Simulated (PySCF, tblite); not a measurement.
**Complex of acetylene and methylamine**

A gas-phase complex of acetylene and methylamine; neutral, singlet. The structure comes from a short search (6 tight-binding starts) and was relaxed by PBE0-D3(BJ)/def2-SVPD; another way of binding may lie lower. No frequency run checks that it is a minimum.

Parts: 1 = acetylene (C#C), atoms 1–4; 2 = methylamine (CN), atoms 5–11.

Coordinates in Å:
```
C1      0.474   -0.138   -0.081
C2     -0.717   -0.197   -0.287
H3      1.544   -0.083    0.109
H4     -1.773   -0.247   -0.471
C5      3.666   -1.156    1.684
N6      3.611   -0.134    0.653
H7      4.674   -1.347    2.094
H8      3.010   -0.870    2.517
H9      3.280   -2.103    1.282
H10     4.206   -0.364   -0.137
H11     3.917    0.768    1.004
```

Contacts between parts, classed by geometry: H3···N6 2.137 Å (C–H hydrogen bond, 174°).

Interaction energies are complex less parts, with the parts frozen as they stand in it; counterpoise-corrected, in kcal/mol (PySCF).

Problem. Give the interaction energy at each level run.

Solution. 
```json
{"level": "wB97M-D3(BJ)/def2-TZVPD", "interaction": "-4.36", "superposition error removed": "-0.14"}
{"level": "PBE0-D3(BJ)/def2-TZVPD", "interaction": "-4.86", "superposition error removed": "-0.11"}
{"level": "RI-MP2/def2-TZVPD", "interaction": "-3.88", "superposition error removed": "-0.64"}
```

Problem. What holds them together? Decompose the wB97M-D3(BJ)/def2-TZVPD energy: frozen parts, their antisymmetrised product, then relaxation.

Solution. electrostatic -8.0, Pauli repulsion +8.0, orbital relaxation -3.4, dispersion correction -1.1 kcal/mol, which sum to the value before the counterpoise correction; the Pauli term holds the exchange-correlation of the frozen density too. Of the attraction, 64 % is electrostatic, 27 % is orbital relaxation, 9 % is dispersion correction.

The parts were also relaxed and run alone, at the levels used for the complex: shieldings by PBE0/pcSseg-2; core levels by delta-SCF with SCAN, pcX-2 on the ionised atom and pcseg-1 elsewhere, spin-free X2C.

Problem. How do these values change when the complex forms?

Solution. 
| property | alone | in the complex | change |
| --- | --- | --- | --- |
| C1–H3 bond (Å) | 1.074 | 1.088 | +0.014 |
| shielding of H3 (ppm) | 29.92 | 26.33 | -3.59 |
| shielding of N6 (ppm) | 244.5 | 238.5 | -6.0 |
| shielding of C1 (ppm) | 107.6 | 100.1 | -7.5 |
| N6 1s core level (eV) | 405.10 | 405.43 | +0.34 |
